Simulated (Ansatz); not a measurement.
# U-wB97X/def2-TZVPPD run of N2H (dinitrogen monohydride)

Aim: the energy change on altering one bond length of N2H (dinitrogen monohydride) at U-wB97X/def2-TZVPPD, from 2 runs. 

Program for the calculation: Ansatz 0.2.0.

29 further runs of the same task are left out: 29 set aside as unsound or not needed.

## Step 1: The system as given

N2H: 3 atoms, total charge 0, spin state doublet. As SMILES, `[N]=N`. The coordinates come from a PBE0-D4/def2-TZVP relaxation.

Bond lengths: N1–N2 1.165 Å, N2–H3 1.057 Å. Angles: N1–N2–H3 117.5°.

## Step 2: The energy at U-wB97X/def2-TZVPPD

run.yaml

```yaml
crystal:
  periodic: [false, false, false]
  atoms:
    - {symbol: N, position_ang: [0.710530, -0.606720, 0.326180]}
    - {symbol: "N", position_ang: [-0.268660, -0.217710, -0.170100]}
    - {symbol: H, position_ang: [-0.441870, 0.824430, -0.156080]}
basis:
  gaussian:
    orbitals: def2-TZVPPD.json
magnetization:
  spin_polarized: true
  initial_magnetization: 1
total_charge: 0
hamiltonian:
  xc: {name: wB97X}
accuracy: high
output:
  orbitals: {seedname: orbitals}
```

The basis set def2-TZVPPD is read from a file made from the Basis Set Exchange's data (not shown).

On the command line:

```sh
$ ansatz run run.yaml --threads 1 --pin off --max-ram 3480MiB --events-out events.jsonl --progress --plain --runs-dir runs
```

What it wrote:

```text
Warning: RAYON_NUM_THREADS=1 ignored (pool sized by the plan → 1); use --threads N
Functional definition: wB97X
  name "wB97X"
  parameter omega = 0.3/bohr
  parameter cx = 0.157706
  parameter cx1 = 0.726479
  parameter cx2 = 1.04760
  parameter cx3 = -5.70635
  parameter cx4 = 13.2794
  parameter css1 = -4.33879
  parameter css2 = 18.2308
  parameter css3 = -31.7430
  parameter css4 = 17.2901
  parameter cos1 = 2.37031
  parameter cos2 = -11.3995
  parameter cos3 = 6.58405
  parameter cos4 = -3.78132
  exchange = spin_sum(e_x_unif_sr(omega)*poly(b97_u_x, 1 - cx, cx1, cx2, cx3, cx4)) + cx*exact_x_sr(omega)
      + exact_x_lr(omega)
  correlation = spin_sum(e_c_pw_same_spin*poly(b97_u_same, 1, css1, css2, css3, css4))
      + integral(e_c_pw_opposite_spin*poly(b97_u_opposite, 1, cos1, cos2, cos3, cos4))
1397 factors; integrals over basis functions are off by at most 3.2e-9 eV
239 factors; integrals over basis functions are off by at most 2.2e-9 eV
mean field evaluation 1: about -2993.5161 eV, gradient 1.5e1 eV
mean field evaluation 2: about -2994.2085 eV, gradient 9.1e0 eV
mean field evaluation 4: about -2994.5127 eV, gradient 1.3e0 eV
mean field evaluation 8: about -2994.5233 eV, gradient 6.3e-2 eV
mean field evaluation 16: about -2994.5235 eV, gradient 2.3e-4 eV
mean field -2994.52347403 eV, -110.0467079097 hartree, gradient 8.2e-8 eV, S^2 0.756040; 0 other end points of the search recorded, 0 dependent functions left out
reference -2994.52347218 eV, -110.0467078416 hartree; 8, 7 occupied and 83, 84 virtual orbitals, 1397 factors
Total energy: -2994.52347218 eV, -110.0467078416 hartree
```

Run time: 14 s. Hardware: 1 thread of Arm Neoverse V1, shared host; peak memory 0.36 GiB.

## Step 3: The distorted shape, same level

job.yaml

```yaml
crystal:
  periodic: [false, false, false]
  atoms:
    - symbol: "N"
      position_ang: [1.885596, -1.073547, 0.921735]
    - symbol: "N"
      position_ang: [-0.268660, -0.217710, -0.170100]
    - symbol: H
      position_ang: [-0.441870, 0.824430, -0.156080]
basis:
  gaussian:
    orbitals: def2-TZVPPD.json
magnetization:
  spin_polarized: true
  initial_magnetization: 1
hamiltonian:
  xc: {name: wB97X}
accuracy: high
output: {orbitals: {seedname: orbitals}}
```

The basis set def2-TZVPPD is read from a file made from the Basis Set Exchange's data (not shown).

On the command line:

```sh
$ ansatz run job.yaml --threads 1 --pin off --max-ram 3480MiB --events-out events.jsonl --progress --plain --runs-dir runs
```

What it wrote (excerpt; [...] marks lines left out):

```text
Warning: RAYON_NUM_THREADS=1 ignored (pool sized by the plan → 1); use --threads N
[... 2 set-up lines as earlier in the session ...]
[...]
      + exact_x_lr(omega)
[...]
      + integral(e_c_pw_opposite_spin*poly(b97_u_opposite, 1, cos1, cos2, cos3, cos4))
1327 factors; integrals over basis functions are off by at most 3.4e-9 eV
277 factors; integrals over basis functions are off by at most 2.1e-9 eV
[...]
mean field -2988.43126574 eV, -109.8228233846 hartree, gradient 2.4e-8 eV, S^2 2.678853; 2 other end points of the search recorded, 0 dependent functions left out
reference -2988.43126451 eV, -109.8228233394 hartree; 8, 7 occupied and 83, 84 virtual orbitals, 1327 factors
Total energy: -2988.43126451 eV, -109.8228233394 hartree
```

Run time: 51 s. Hardware: 1 thread of Arm Neoverse V1, shared host; peak memory 0.4 GiB.

## Step 4: Results

Level: U-wB97X/def2-TZVPPD.

| quantity | value |
| --- | --- |
| first shape: total energy | -110.04671 Eh |
| first shape: HOMO energy (highest over α and β) | -8.69 eV |
| first shape: LUMO energy (lowest over α and β) | 0.66 eV |
| first shape: ⟨S²⟩ | 0.756 |
| distorted shape: total energy | -109.82282 Eh |
| distorted shape: HOMO energy (highest over α and β) | -11.83 eV |
| distorted shape: LUMO energy (lowest over α and β) | -0.39 eV |
| distorted shape: ⟨S²⟩ | 2.679 |
| energy change with the N1–N2 bond stretched from 1.165 to 2.562 Å | 6.092 eV |

In words: With the N1–N2 bond stretched from 1.165 to 2.562 Å the energy rises by 6.09 eV (140 kcal/mol). The first shape isn't relaxed at this level, so the change isn't measured from a minimum. ⟨S²⟩ (distorted shape) is 2.68 where a pure doublet has 0.75: the reference is spin-contaminated.
